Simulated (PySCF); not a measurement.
**Vibration and rotation of P2**

RHF-CCSD(T) constants of P2, ¹Σg⁺ (singlet), closed shell (PySCF, no relativity, basis sets P def2-SVP; masses 30.9738 and 30.9738 u):

- ωe: 775.4 cm⁻¹
- ωexe: 2.87 cm⁻¹
- Be: 0.29558 cm⁻¹
- αe: 0.00141 cm⁻¹
- D (centrifugal): 1.72e-07 cm⁻¹
- De to P + P: 4.03 eV

(1) Give the vibrational terms G(v) and spacings up to v = 6.

(2) How well does the Morse estimate ωe²/(4ωexe) reproduce De, and what is D0?

Measured values (Huber and Herzberg, Constants of Diatomic Molecules (1979)): ωe = 780.77 cm⁻¹, ωexe = 2.835 cm⁻¹, Be = 0.30362 cm⁻¹, αe = 0.00149 cm⁻¹.

Correlated steps freeze 10 core orbitals. Correlated levels converge slowly with the basis: in double zeta they bind strong bonds too weakly, by up to about 1 eV, and carry superposition errors of some tenths. Where the molecule has an RHF reference, its open-shell atoms are computed with UHF.

## Answers

(1) G(v) = ωe(v+½) − ωexe(v+½)².

```
v  G(v) (cm⁻¹)  G(v) − G(v−1)  Bv (cm⁻¹)
0        387.0                    0.2949
1       1156.6          769.7     0.2935
2       1920.6          763.9     0.2921
3       2678.7          758.2     0.2906
4       3431.2          752.4     0.2892
5       4177.9          746.7     0.2878
6       4918.8          741.0     0.2864
```

(2) It gives 6.49 eV, 161 % of the computed De. D0 = De − G(0) = 4.03 − 0.05 = 3.98 eV.
